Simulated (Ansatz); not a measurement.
# AlPHCl+ (quartet): from Hartree-Fock to the top rungs, cc-pVDZ

One table from this session's results is given with a row withheld; the runs are named, their logs left out.

Program: Ansatz 0.2.0, Gaussian basis. Level of theory: cc-pVDZ, core rule «outside noble gas», up to 15 orbitals frozen. These are calculated values, not measurements.

The runs, in order: UHF; CCSD(T) on ROHF; CCSD(T) on UHF; BCCD(T) on ROHF; CISD as a restricted active space (open shells left free, so some higher excitations enter); CCSDT(Q) on ROHF; CCSDT(Q) on UHF.

5 further runs of the same task are left out: 1 for a known fault of the program, 4 set aside as unsound or not needed. Runs told in other sessions of the task aren't counted.

## What is computed

The geometry is a PBE0/def2-TZVP stationary point (not a proven minimum) of the parent state, kept for this charge and spin.

4 atoms, charge 1, spin multiplicity 4.

Atoms are counted from 1 here; the program's logs count them from 0.

Bond lengths: Cl1–Al2 2.120 Å, Al2–P3 2.374 Å, P3–H4 1.426 Å. Angles: Cl1–Al2–P3 114.4°, Al2–P3–H4 91.8°.

The first run:

File in.yaml:

```yaml
crystal:
  periodic: [false, false, false]
  atoms:
    - {symbol: Cl, position_ang: [0.000000, -0.326601, 1.792479]}
    - {symbol: Al, position_ang: [0.000000, 0.853589, 0.030871]}
    - {symbol: P, position_ang: [0.000000, -0.395551, -1.988246]}
    - {symbol: H, position_ang: [0.000000, 0.793281, -2.776193]}
basis:
  gaussian: {orbitals: cc-pVDZ}
total_charge: 1
magnetization: {spin_polarized: true, initial_magnetization: 3}
hamiltonian: {xc: hf}
output: {orbitals: {seedname: orbitals}}
```

On the command line:

```bash
$ ansatz run in.yaml --threads 1 --pin off --events-out ev --progress --plain --max-ram 2816MiB --backend cpu
```

Among the steps run: UHF; CCSD(T) on ROHF; CCSD(T) on UHF; BCCD(T) on ROHF; CISD as a restricted active space (open shells left free, so some higher excitations enter); CCSDT(Q) on ROHF; CCSDT(Q) on UHF.

One of the session's tables, all rows but one given; the rest of the session is left out.

```
   method  from UCCSDT(Q) (kJ/mol)
     ROHF                   +779.1
      UHF                   +766.8
     RMP2                   +124.9
     UMP2                   +123.9
     CISD                   +100.2
    RCCSD                    +26.4
    UCCSD                    +25.9
 RCCSD(T)                     +5.4
 UCCSD(T)                     +5.3
  BCCD(T)                     +5.4
   RCCSDT                        ?
   UCCSDT                     +1.7
RCCSDT(Q)                     +0.3
UCCSDT(Q)                        0
```

Q: Estimate the row for RCCSDT from the others.

**Answer.** from UCCSDT(Q) (kJ/mol): +1.8. In the column «from UCCSDT(Q) (kJ/mol)» it lies between UCCSDT (+1.7) and UCCSD(T) (+5.3).

Caveats from the session: Restricted and unrestricted rows rest on different reference determinants; a gap between their highest levels can come from leftover correlation error, from unlike frozen cores or from another state.
